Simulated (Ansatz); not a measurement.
Two shapes of singlet BH₃.

Shape 1:

```xyz
4

B    -0.0327   -0.0105    0.0363
H     1.2172    0.0195   -0.0448
H    -0.5711    1.0270   -0.0339
H    -0.6064   -1.0033   -0.0276
```

Shape 2:

```xyz
4

B     0.0000    0.0000    0.0000
H     1.3031    0.0000    0.0000
H    -0.6515    1.1285    0.0000
H    -0.6515   -1.1285    0.0000
```

Basis set: 6-31G* (spherical functions). Frozen core: 1 orbital. Charge 0, multiplicity 1.

Computed with Ansatz (development build ahead of 0.2.0); each method stands on the lowest determinant of its kind that the runs found.

**Question.** Which shape is lower in energy, and by how much in each method?

**Answer.**

```json
{"method": "RHF", "E(2) − E(1) (eV)": "0.334"}
{"method": "RHF-MP2", "E(2) − E(1) (eV)": "0.296"}
```

Shape 1 is lower.
